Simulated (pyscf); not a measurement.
Structures and frequencies: ωB97X-D3(BJ)/def2-SVP in PySCF.

**Question.** PBE/def2-TZVP puts the barrier of H₃C–CH₂–ZnH + H atom (H•) → •H₂C–CH₂–ZnH + hydrogen (H₂) (hydrogen abstraction; doublet surface; C–H broken, H–H formed) at 1.6 kcal/mol and the reaction energy at -9.1 kcal/mol, from the separated reactants. What do r²SCAN/def2-TZVP, B3LYP-D3(BJ)/def2-TZVP, ωB97M-D3(BJ)/def2-TZVP give on the same structures?

**Answer.** r²SCAN: ΔE‡ = 0.6 kcal/mol, ΔE = -12.6 kcal/mol; B3LYP-D3(BJ): ΔE‡ = 1.9 kcal/mol, ΔE = -11.5 kcal/mol; ωB97M-D3(BJ): ΔE‡ = 7.6 kcal/mol, ΔE = -7.7 kcal/mol. PBE's barrier lies among them. Its reaction energy lies among theirs. •H₂C–CH₂–ZnH lies 20.1 kcal/mol over its isomer [H₃C–CH₂–Zn]• (electronic energy, ωB97M-D3(BJ)). One saddle was located; it need not be the lowest between these sides. The angle at the transferred H is 178°. Elements up to Kr have no core potential and no relativistic terms here.
